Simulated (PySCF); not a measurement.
# quartet [OF2]+: levels of theory compared

Wanted: a comparison of 6 runs (UHF/3-21G, UB3LYP/6-31G*, U-revPBE/cc-pVTZ, UBHLYP/cc-pVTZ, UM06-2X/cc-pVTZ, UCCSD(T)/cc-pVTZ) of quartet [OF2]+. The job is set up through a Python script.

Program for the calculation: PySCF 2.14.0.

1 further run of the same task is left out (set aside as unsound or not needed).

**1. The structure to begin with**

The species is [OF2]+ (3 atoms), meant as a quartet with charge +1. SMILES of the parent species: `F[O+]F`. The coordinates come from a PBE0-D4/def2-TZVP relaxation. That shape belongs to the parent species and isn't relaxed for this state.

Bond lengths: F1–O2 1.297 Å, O2–F3 1.297 Å. Angles: F1–O2–F3 108.0°.

**2. The energy at UHF/3-21G (run 1)**

The input, calc.py:

```python
from pyscf import gto

mol = gto.Mole()
mol.atom = '''
F      1.738926    -0.583944     0.894615
O      0.001209     0.954709     0.105201
F     -1.740135    -0.370745    -0.999835
'''
mol.spin = 3
mol.unit = 'bohr'
mol.basis = '3-21g'
mol.charge = 1
mol.verbose = 4
mol.max_memory = 1860
mol.build()

mf = mol.UHF()
mf.conv_tol = 1e-10
mf.kernel()
if not mf.converged:
    mf = mf.newton().run(mf.mo_coeff, mf.mo_occ)

e_final = mf.e_tot
print('E(%s) = %.9f' % ('HF', e_final))
```

Command:

```sh
$ OMP_NUM_THREADS=1 python calc.py
```

Standard output:

```text
PySCF version 2.14.0

[... 38 lines left out ...]
WARN: HOMO 0.0676232224876254 >= LUMO -0.53280580867848
[... 66 lines left out ...]
converged SCF energy = -271.269347645418  <S^2> = 3.884112  2S+1 = 4.0665032
E(HF) = -271.269347645
```

It took 1.2 s on 1 thread of Arm Neoverse N1, shared host; peak memory 0.12 GiB.

**3. A single-point energy at UB3LYP/6-31G(d) (spherical functions) (run 2)**

The input, run.py:

```python
from pyscf import gto, dft

mol = gto.M(
    atom='''
F      1.738926    -0.583944     0.894615
O      0.001209     0.954709     0.105201
F     -1.740135    -0.370745    -0.999835
''',
    basis='6-31g*',
    unit='bohr',
    max_memory=1860,
    verbose=3,
    charge=1,
    spin=3,
)

calc0 = dft.UKS(mol, xc='b3lyp')
calc0.conv_tol = 1e-10
calc0.grids.level = 5
calc0.kernel()
if not calc0.converged:
    calc0 = calc0.newton().run(calc0.mo_coeff, calc0.mo_occ)

energy = calc0.e_tot
print('Final energy', energy)
```

Command:

```sh
$ OMP_NUM_THREADS=1 python run.py
```

Standard output:

```text
WARN: HOMO -0.0374610494183822 >= LUMO -0.451178032917742

WARN: HOMO -0.624690165124317 >= LUMO -0.744960971427944

WARN: HOMO -0.567419140894146 >= LUMO -0.729922655101702

WARN: HOMO -0.533329493358736 >= LUMO -0.692589719504531

WARN: HOMO -0.540922312765121 >= LUMO -0.693341102043638

WARN: HOMO -0.541039473095427 >= LUMO -0.692857554781839

WARN: HOMO -0.541111703135553 >= LUMO -0.692389574724523

WARN: HOMO -0.541180645179181 >= LUMO -0.69232482057759

WARN: HOMO -0.541165896195047 >= LUMO -0.692290571598836

WARN: HOMO -0.541159826901419 >= LUMO -0.692291378815013

WARN: HOMO -0.541159998530072 >= LUMO -0.692292277466953

WARN: HOMO -0.541160212651298 >= LUMO -0.692291915352182

WARN: HOMO -0.541160545884162 >= LUMO -0.692293972656553

WARN: HOMO -0.541159392523102 >= LUMO -0.692292315463345

WARN: HOMO -0.54115992967182 >= LUMO -0.692292762382396

WARN: HOMO -0.541159676009225 >= LUMO -0.692292540310614

converged SCF energy = -273.905622566466  <S^2> = 3.7643783  2S+1 = 4.0071827
Final energy -273.90562256646615
```

Run time: 14 s. Hardware: 1 thread of Arm Neoverse N1, shared host; peak memory 0.26 GiB.

Run 3 isn't shown in full; the table further down has it.

**4. The energy at UBHLYP/cc-pVTZ (run 4)**

The input, calc.py:

```python
from pyscf import gto, dft

mol = gto.Mole()
mol.atom = '''
F      1.738926    -0.583944     0.894615
O      0.001209     0.954709     0.105201
F     -1.740135    -0.370745    -0.999835
'''
mol.charge = 1
mol.max_memory = 1860
mol.verbose = 3
mol.spin = 3
mol.basis = 'cc-pvtz'
mol.unit = 'bohr'
mol.build()

ks = dft.UKS(mol, xc='bhandhlyp')
ks.conv_tol = 1e-10
ks.grids.level = 5
ks.kernel()
if not ks.converged:
    ks = ks.newton().run(ks.mo_coeff, ks.mo_occ)

e_tot = ks.e_tot
print('Final energy', e_tot)
```

Command:

```sh
$ OMP_NUM_THREADS=1 python calc.py
```

Standard output:

```text
WARN: HOMO -0.0248012698884654 >= LUMO -0.495320079734839

WARN: HOMO -0.668611874698188 >= LUMO -0.688258973218595

WARN: HOMO -0.634802542707121 >= LUMO -0.640435376409172

converged SCF energy = -273.887250868605  <S^2> = 3.7967079  2S+1 = 4.0232862
Final energy -273.8872508686047
```

Run time: 33 s. Hardware: 1 thread of Arm Neoverse N1, shared host; peak memory 0.44 GiB.

Run 5 isn't shown in full; the table further down has it.

**5. A single-point energy at UCCSD(T)/cc-pVTZ (run 6)**

The input, calc.py:

```python
from pyscf import gto, cc

mol = gto.M(
    atom='''
F      1.738926    -0.583944     0.894615
O      0.001209     0.954709     0.105201
F     -1.740135    -0.370745    -0.999835
''',
    charge=1,
    basis='cc-pvtz',
    max_memory=1860,
    spin=3,
    unit='bohr',
    verbose=3,
)

mf = mol.UHF()
mf.conv_tol = 1e-10
mf.kernel()
if not mf.converged:
    mf = mf.newton().run(mf.mo_coeff, mf.mo_occ)

mycc = cc.CCSD(mf, frozen=3)
mycc.kernel()
e_t = mycc.ccsd_t()
energy = mycc.e_tot + e_t
print(f'total energy: {energy:.8f} hartree')
```

Command:

```sh
$ OMP_NUM_THREADS=1 python calc.py
```

Standard output:

```text
WARN: HOMO 0.0362861701746073 >= LUMO -0.54048619319569

converged SCF energy = -272.852100113798  <S^2> = 3.9005013  2S+1 = 4.0745558
E(UCCSD) = -273.5605056550086  E_corr = -0.7084055412105972
UCCSD(T) correction = -0.0371776942906528
total energy: -273.59768335 hartree
```

It took 5.5 min on 1 thread of Arm Neoverse N1, shared host; peak memory 2.6 GiB.

**6. The series**

```
run                                level  integration grid  frozen core orbitals  energy (Eh)  HOMO energy (eV)   ⟨S²⟩  wall time
  1                            UHF/3-21G                 –                     –  -271.269348            -22.29  3.884      1.2 s
  2  UB3LYP/6-31G* (spherical functions)                 5                     –  -273.905623            -14.73  3.764       14 s
  3                     U-revPBE/cc-pVTZ                 5                     –  -273.971849            -12.73  3.756       46 s
  4                       UBHLYP/cc-pVTZ                 5                     –  -273.887251            -17.60  3.797       33 s
  5                      UM06-2X/cc-pVTZ                 5                     –  -273.891323            -17.16  3.774       75 s
  6                     UCCSD(T)/cc-pVTZ                 –                     3  -273.597683            -21.71  3.901    5.5 min
```

**7. Outcome**

| quantity | value |
| --- | --- |
| run 6: total energy | -273.59768 Eh |
| run 6: HOMO energy (Hartree–Fock orbitals) (highest over α and β) | -21.71 eV |
| run 6: LUMO energy (Hartree–Fock orbitals) (lowest over α and β) | -12.44 eV |
| run 6: correlation energy (3 core orbitals frozen) | -745.6 mEh |
| run 6: (T) correction | -37.18 mEh |
| run 6: ⟨S²⟩ of the reference determinant | 3.901 |
| run 6: T1 diagnostic | 0.046 |

Totals of different functionals can't be ranked against each other. Spin contamination of the reference: run 6 ⟨S²⟩ = 3.90, run 1 ⟨S²⟩ = 3.88. All runs together took 8.3 min, the longest 5.5 min.
